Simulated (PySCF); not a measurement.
3-methylbut-1-yne (`C#CC(C)C`). Computed with PBE0-D3(BJ)/def2-TZVP geometry optimisation, gas phase (PySCF 2.14.0).

```
atom  x, y, z in Å
C1     2.1595   -1.1366   -0.4975
C2     1.1772   -0.5980   -0.0646
C3    -0.0265    0.0576    0.4317
C4    -1.2665   -0.7845    0.1341
C5    -0.1559    1.4665   -0.1457
H6     3.0330   -1.6145   -0.8725
H7     0.0753    0.1427    1.5208
H8    -1.1793   -1.7819    0.5669
H9    -1.4026   -0.8934   -0.9442
H10   -2.1560   -0.3026    0.5461
H11   -0.2602    1.4243   -1.2321
H12    0.7221    2.0705    0.0871
H13   -1.0383    1.9619    0.2657
```

Problem. How far apart are these pairs, which share no bond: C1···C5, C3···H6, H7···H13, H8···H9?

Solution. C1···C5 3.502 Å (3 bonds apart); C3···H6 3.723 Å (3 bonds apart); H7···H13 2.475 Å (3 bonds apart); H8···H9 1.767 Å (2 bonds apart).

Problem. How far are the heavy atoms from their best plane (unweighted least squares)?

Solution. 0.217 Å rms; C1 0.15, C2 0.11, C3 0.38, C4 0.17, C5 0.17 Å (magnitudes).

Problem. Where is the centre of mass (commonest isotopes), and what is the radius of gyration?

Solution. Mass 68.063 u; centre at (0.300, -0.161, -0.026) Å; Rg = √(Σ m r²/M) = 1.650 Å. As Ia + Ib + Ic = 2 Σ m r², the three principal moments sum to 370.4 u·Å².

Problem. What is the repulsion energy of the bare nuclei, Σ ZA·ZB/RAB?

Solution. 159.33 Eh over 78 pairs, with full nuclear charges and distances in bohr; the largest single term is 15.86 Eh (C1 with C2).

Problem. Give the dihedral angles H7–C3–C4–H9, H7–C3–C4–H10, C2–C3–C4–H8.

Solution. H7–C3–C4–H9 180° (antiperiplanar); H7–C3–C4–H10 60° (synclinal); C2–C3–C4–H8 57° (synclinal). Dihedral signs follow IUPAC: positive where, seen along the central bond, the front bond turns clockwise onto the rear one.

Problem. What are the angles C1–C2–C3, C4–C3–H7, C4–C3–C5, C3–C5–H13, C3–C5–H12, H11–C5–H13, H11–C5–H12?

Solution. From the scalar product of the two bond vectors; for C1–C2–C3 it is -1.7503 Å² over 1.2010 × 1.4577 Å², cos θ = -0.999769. C1–C2–C3 178.8°; C4–C3–H7 108.1°; C4–C3–C5 111.5°; C3–C5–H13 110.1°; C3–C5–H12 111.2°; H11–C5–H13 108.4°; H11–C5–H12 108.1°.

The point group is Cs within 0.08 Å; differences among equivalent distances and angles are scatter left by the optimiser. No frequency check.
